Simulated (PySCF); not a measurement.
# [B2H5]− (SMILES B[BH3-]) at 5 levels

Aim: a comparison of 5 runs (MP2/STO-3G, QCISD(T)/STO-3G, CISD/STO-3G, CCSD(T)/STO-3G, FCI/STO-3G) of [B2H5]−. Input form: a Python script.

Program for the calculation: PySCF 2.14.0.

5 further runs of the same task are left out: 3 that didn't finish, 2 set aside as unsound or not needed.

### Step 1. Starting point

The species is [B2H5]− (7 atoms), meant as a singlet with charge -1. As SMILES, `B[BH3-]`. The B2–H5 distance was set to 3.475 Å, away from the relaxed value. At this shape a bond of the SMILES string is far longer than usual.

Bond lengths: B1–B2 1.680 Å, B1–H3 1.204 Å, B1–H4 1.203 Å, B2–H6 1.241 Å, B2–H7 1.240 Å. Angles: B1–B2–H6 110.4°, B1–B2–H7 115.9°, B2–B1–H3 126.5°, B2–B1–H4 123.5°, H6–B2–H7 107.0°, H3–B1–H4 110.0°.

### Step 2. The energy at MP2/STO-3G (run 1)

File calc.py:

```python
from pyscf import gto, mp

molecule = gto.M(
    atom='''
B      1.796969    -0.714498     4.793373
B      1.173510     1.982368     3.236749
H      3.785225    -1.309232     5.728108
H      0.254329    -2.348412     5.139439
H     -1.004446     0.702166    -2.825254
H     -0.569365     3.147535     4.289024
H      2.964442     3.477973     3.020451
''',
    spin=0,
    unit='bohr',
    max_memory=1860,
    verbose=3,
    charge=-1,
    basis='sto-3g',
)

mf = molecule.RHF()
mf.conv_tol = 1e-10
mf.kernel()
if not mf.converged:
    mf = mf.newton().run(mf.mo_coeff, mf.mo_occ)

pt = mp.MP2(mf, frozen=2).run()
energy = pt.e_tot
print('E(%s) = %.9f' % ('MP2', energy))
```

Launch:

```console
$ OMP_NUM_THREADS=1 python calc.py
```

Standard output:

```text
converged SCF energy = -51.1675859139752
E(RMP2) = -51.3003143656893  E_corr = -0.132728451714052
E(SCS-RMP2) = -51.3202387879922  E_corr = -0.152652874016918
E(MP2) = -51.300314366
```

Wall time 0.8 s (1 thread of Arm Neoverse V1, shared host); peak memory 0.12 GiB.

### Step 3. A single-point energy at QCISD(T)/STO-3G (run 2)

File input.py:

```python
from pyscf import gto, scf, cc

molecule = gto.M(
    atom=[
    ('B', (0.950915, -0.378096, 2.536544)),
    ('B', (0.620995, 1.049024, 1.712814)),
    ('H', (2.003055, -0.692816, 3.031184)),
    ('H', (0.134585, -1.242726, 2.719674)),
    ('H', (-0.531530, 0.371570, -1.495060)),
    ('H', (-0.301295, 1.665604, 2.269654)),
    ('H', (1.568715, 1.840464, 1.598354)),
],
    basis='sto-3g',
    charge=-1,
    spin=0,
    max_memory=1860,
    verbose=4,
)

calc0 = scf.RHF(molecule)
calc0.conv_tol = 1e-10
calc0.kernel()
if not calc0.converged:
    calc0 = calc0.newton().run(calc0.mo_coeff, calc0.mo_occ)

mycc = cc.QCISD(calc0, frozen=2)
mycc.kernel()
e_t = mycc.qcisd_t()
e_tot = mycc.e_tot + e_t
print('Final energy', e_tot)
```

Launch:

```console
$ OMP_NUM_THREADS=1 python input.py
```

Standard output:

```text
PySCF version 2.14.0

[... 63 lines left out ...]
converged SCF energy = -51.1675859070415
[... 11 lines left out ...]
Init t2, MP2 energy = -51.3003144252732  E_corr(MP2) -0.132728518231692
[... 19 lines left out ...]
QCISD converged
[... 2 lines left out ...]
Final energy -51.41053081890746
```

Run time: 0.82 s. Hardware: 1 thread of Arm Neoverse V1, shared host; peak memory 0.1 GiB.

Runs 3 to 4 aren't shown in full; the table further down has their settings and results.

### Step 4. A single-point energy at FCI/STO-3G (run 5)

File input.py:

```python
from pyscf import gto, scf, mcscf
from pyscf import fci

mol = gto.M(
    atom=[
    ('B', (0.950915, -0.378096, 2.536544)),
    ('B', (0.620995, 1.049024, 1.712814)),
    ('H', (2.003055, -0.692816, 3.031184)),
    ('H', (0.134585, -1.242726, 2.719674)),
    ('H', (-0.531530, 0.371570, -1.495060)),
    ('H', (-0.301295, 1.665604, 2.269654)),
    ('H', (1.568715, 1.840464, 1.598354)),
],
    charge=-1,
    verbose=3,
    basis='sto-3g',
    max_memory=1860,
    spin=0,
)

calc0 = scf.RHF(mol)
calc0.conv_tol = 1e-10
calc0.kernel()
if not calc0.converged:
    calc0 = calc0.newton().run(calc0.mo_coeff, calc0.mo_occ)

cas = mcscf.CASCI(calc0, calc0.mo_coeff.shape[-1] - 2, (mol.nelec[0] - 2, mol.nelec[1] - 2))  # full CI above the frozen core
cas.fcisolver = fci.direct_spin0.FCI(mol)  # even spin states alone
cas.kernel()
print('<S^2> = %.4f' % cas.fcisolver.spin_square(cas.ci, cas.ncas, cas.nelecas)[0])
e_tot = cas.e_tot
print('Final energy', e_tot)
```

Launch:

```console
$ OMP_NUM_THREADS=1 python input.py
```

Standard output:

```text
converged SCF energy = -51.1675859070415
CASCI E = -51.4007757033298  E(CI) = -21.0132102371112  S^2 = 0.0000000
<S^2> = 0.0000
Final energy -51.4007757033298
```

Wall time 63 s (1 thread of Arm Neoverse V1, shared host); peak memory 0.76 GiB.

### Step 5. All runs side by side

```tsv
run	level	energy (Eh)	HOMO energy (eV)	LUMO energy (eV)	HOMO–LUMO gap (eV)	wall time
1	MP2/STO-3G	-51.300314	4.47	9.31	4.84	0.8 s
2	QCISD(T)/STO-3G	-51.410531	4.47	9.31	4.84	0.82 s
3	CISD/STO-3G	-51.346211	4.47	9.31	4.84	0.82 s
4	CCSD(T)/STO-3G	-51.453965	4.47	9.31	4.84	1.1 s
5	FCI/STO-3G	-51.400776	4.47	9.31	4.84	63 s
```

### Step 6. Summary of results

| quantity | value |
| --- | --- |
| run 5: total energy | -51.40078 Eh |
| run 5: HOMO energy (Hartree–Fock orbitals) | 4.47 eV |
| run 5: LUMO energy (Hartree–Fock orbitals) | 9.31 eV |
| run 5: HOMO–LUMO gap (to an unbound level, set by the basis) | 4.84 eV |
| run 5: correlation energy (2 core orbitals frozen) | -233.2 mEh |

In words: Against full CI in this basis: MP2 +100.5 mEh; QCISD(T) -9.8 mEh; CISD +54.6 mEh; CCSD(T) -53.2 mEh. In runs 1, 2, 3, 4, 5 the HOMO lies above zero, so the outermost electron may be held by the basis alone. In runs 2, 4 the T1 diagnostic is large, so a single reference may not serve. In runs 1, 2, 3, 4, 5 the basis is minimal, so the values are rough. All runs together took 66 s, the longest 63 s.
